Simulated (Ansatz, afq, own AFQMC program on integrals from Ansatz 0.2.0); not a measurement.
**Where AFQMC and coupled cluster stand for Pt, triplet**

A free Pt atom.

Basis def2-TZVP with its core potentials. Noble-gas cores (and the filled d shells of Ga–Kr and In–Xe) are frozen. Ansatz 0.2.0 and our own AFQMC program on the same integrals; the CISD trial comes from CCSD amplitudes, and released means the phaseless constraint is let go. Uncertainties: one standard error, sampling alone. No spin–orbit coupling. The metal's outer-core s and p shells are frozen, which shifts wave-function levels against functionals.

Determinant: UHF, the one that the program's search chose, which needn't be the lowest solution.

No full CI on the walks' own integrals is used here; CCSDT(Q) serves as the reference and is uncertain by about the last step of the cluster series.

Cautions: no spin-orbit coupling; outer-core shells of the metal frozen; the ph-AFQMC/CISD walk drifts between its halves (2.5 errors).

The T1 diagnostic is 0.0134. The weight of the determinant in the CISD state is 0.928 and the ⟨S²⟩ of the determinant is 2.003. The size of the correlated space is 10 electrons in 36 orbitals.

```json
{"level": "MP2", "correlation energy (eV)": "-6.2866"}
{"level": "CCSD", "correlation energy (eV)": "-6.1280"}
{"level": "CCSD(T)", "correlation energy (eV)": "-6.2502"}
```

Task: Estimate where phaseless AFQMC with the Hartree–Fock trial lies against CCSD(T) on the same integrals.

Result: 1.44 ± 0.35 kcal/mol above CCSD(T).

Reference: CCSDT(Q), correlation energy -6.264 eV. The released energy is read at 1.50 1/Eh (meV from the phaseless value at times in 1/Eh: -0.1 ± 2.4 at 0.24, -10 ± 6 at 0.50, -6 ± 3 at 1.00, -4 ± 3 at 1.50).

```
         level  E − E(reference) (kcal/mol)  share of correlation (%)
       CCSD(T)                         0.33                     99.77
         CCSDT                         0.17                     99.89
   ph-AFQMC/HF                  1.76 ± 0.35                     98.78
 ph-AFQMC/CISD                  0.23 ± 0.05                     99.84
released AFQMC                  0.14 ± 0.06                     99.90
```

A walk keeps the symmetry of its determinant, which the program's search chose and which needn't be the lowest solution, so a lower state of the same spin and another symmetry isn't excluded. Released energies are given only where the last usable release times agree within the noise; a slower fall can still hide under it.
